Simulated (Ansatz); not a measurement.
## How far each method lies from full CI for HB–MgH, doublet

Geometry: a point of a breathe scan, not a stationary point.

```xyz
4

B     0.0000    0.0000    1.5636
Mg    0.0000    0.0000   -1.2392
H     0.0000    0.0000    3.0882
H     0.0000    0.0000   -3.4125
```

Basis 6-31G; Ansatz 0.2.0. Correlated methods freeze the noble-gas cores, which leaves 7 electrons in 20 orbitals. R marks a restricted (for open shells ROHF) determinant, U an unrestricted one. Active spaces: valence = (7e, 10o) chosen from the atoms' valence shells; pair = (3e, 3o) about the gap. The metal's outer-core shells are frozen, which leaves out core–valence correlation.

Full CI is exact within this basis and frozen core; it isn't the basis-set limit. The frozen core follows each run's orbitals, which can shift R against U totals by a few meV.

Unrestricted rows (U) aren't spin-pure: their determinants' ⟨S²⟩ exceeds S(S+1) by up to 0.18, so they mix in states of higher spin. For open shells CISD and CISDTQ are restricted-active-space CI with the open shells as a complete middle space.

The UHF ⟨S²⟩ is 0.932 and the T1 diagnostic (RCCSD) is 0.0364. The largest doubles amplitude (RCCSD) is 0.116. The T1 diagnostic (UCCSD) is 0.0548.

```
   level  E − E(RHF) (eV)
     UHF          -0.1451
    RMP2          -1.7785
    UMP2          -1.7453
   RCCSD          -2.6895
   UCCSD          -2.6912
RCCSD(T)          -2.7608
UCCSD(T)          -2.7583
```

Question: Estimate how far full CI in 6-31G lies from RCCSD(T). The table doesn't fix it; the size of (T) and the diagnostics are the guide.

Answer: Full CI in 6-31G lies 1.11 kcal/mol below RCCSD(T), which is 67 % of the (T) step (-1.64 kcal/mol). T1 is raised, and the rest is a large part of (T). The miss exceeds 1 kcal/mol.

The other levels:

| level | E − E(full CI) (kcal/mol) | share of correlation (%) | wall time |
| --- | --- | --- | --- |
| CISD | 6.60 | 89.81 | 0.63 s |
| BCCD(T) | 1.14 | 98.24 | 1.1 s |
| RCCSDT | 0.17 | 99.73 | – |
| UCCSDT | 0.16 | 99.75 | – |
| CISDTQ | 0.27 | 99.58 | 2.9 s |
| RCCSDT(Q) | 0.05 | 99.92 | 2.9 s |
| UCCSDT(Q) | 0.04 | 99.94 | 3.8 s |
| RCCSDTQ | 0.01 | 99.99 | 22 s |
| CASSCF (pair space) | 49.83 | 23.06 | – |
| NEVPT2 (pair space) | 18.53 | 71.39 | 0.81 s |
| MRCISD (pair space) | 4.17 | 93.56 | – |
| MRCISD+Q (pair space) | -0.18 | 100.28 | 1.1 s |
| CASSCF (valence space) | 9.08 | 85.99 | – |
| NEVPT2 (valence space) | 2.88 | 95.55 | 3.1 s |
| MRCISD (valence space) | 0.41 | 99.37 | – |
| MRCISD+Q (valence space) | 0.30 | 99.53 | 5.5 s |

The correlation energy at full CI, counted from RHF, is -2.809 eV. That run took 13 s on 1 thread of AMD EPYC 9B14, shared host over 1,380,692 determinants.

Times hold each run's SCF and search for its determinant on a shared host, so for small cases they say little of a method's own cost; they ran on 1 thread of AMD EPYC 9B14. Some runs computed forces too.

More than 5 meV below full CI, which no variational method can be: MRCISD+Q (pair space).

The full-CI state has the irrep B1 of C2v, in the program's axes (one component, if the state is degenerate).

Natural occupations of full CI about the gap: 1.936 1.924 1.875 0.979 0.126 0.053 0.033 0.026 0.025 0.006; effectively unpaired electrons, Σ n²(2−n)², 1.17.
